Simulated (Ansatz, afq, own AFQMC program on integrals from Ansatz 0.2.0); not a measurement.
H₂O, singlet: AFQMC among the cluster methods

```xyz
3

O     0.0000   -0.0653    0.0000
H     0.0000    0.5184   -0.7615
H     0.0000    0.5184    0.7615
```

Basis cc-pVQZ. Noble-gas cores (and the filled d shells of Ga–Kr and In–Xe) are frozen. Integrals, coupled cluster, full CI and functionals: Ansatz 0.2.0; the random walks run on the same integrals in our own AFQMC program. ph-AFQMC/CISD is guided by a CISD state made of CCSD amplitudes; releasing the constraint for a short imaginary time cuts its bias at the price of noise, slowly where states lie close. Free AFQMC starts from the CCSD state and is never constrained. Its projection time is finite, and what remains of the start isn't in its error. Error bars are statistical, one sigma.

Determinant: RHF, the one that the program's search chose, which needn't be the lowest solution. The geometry is a PBE0/def2-TZVP stationary point of this or a neighbouring charge and spin state.

No full CI on the walks' own integrals is used here; CCSDT(Q) serves as the reference and is uncertain by about the last step of the cluster series.

The T1 diagnostic is 0.0074. The weight of the determinant in the CISD state is 0.937 and the size of the correlated space is 8 electrons in 114 orbitals.

Reference: CCSDT(Q), correlation energy -8.041 eV. The released energy is read at 1.50 1/Eh (meV from the phaseless value at times in 1/Eh: -9 ± 4 at 0.24, -4 ± 3 at 0.50, -11 ± 5 at 1.00, -1 ± 3 at 1.50).

```json
{"level": "HF", "E − E(reference) (mEh)": "295.51", "share of correlation (%)": "0.00"}
{"level": "MP2", "E − E(reference) (mEh)": "12.59", "share of correlation (%)": "95.74"}
{"level": "CCSD", "E − E(reference) (mEh)": "9.43", "share of correlation (%)": "96.81"}
{"level": "CCSD(T)", "E − E(reference) (mEh)": "0.43", "share of correlation (%)": "99.86"}
{"level": "CCSDT", "E − E(reference) (mEh)": "0.41", "share of correlation (%)": "99.86"}
{"level": "ph-AFQMC/HF", "E − E(reference) (mEh)": "0.31 ± 0.83", "share of correlation (%)": "99.89"}
{"level": "ph-AFQMC/CISD", "E − E(reference) (mEh)": "0.33 ± 0.17", "share of correlation (%)": "99.89"}
{"level": "released AFQMC", "E − E(reference) (mEh)": "0.28 ± 0.12", "share of correlation (%)": "99.90"}
{"level": "free AFQMC", "E − E(reference) (mEh)": "0.15 ± 0.33", "share of correlation (%)": "99.95"}
```

Free projections are given only where their last times agree within the noise and don't stop above the reference; a slow remainder of the start can still hide under it. A walk keeps the symmetry of its determinant, which the program's search chose and which needn't be the lowest solution, so a lower state of the same spin and another symmetry isn't excluded. Released energies are given only where the last usable release times agree within the noise; a slower fall can still hide under it.
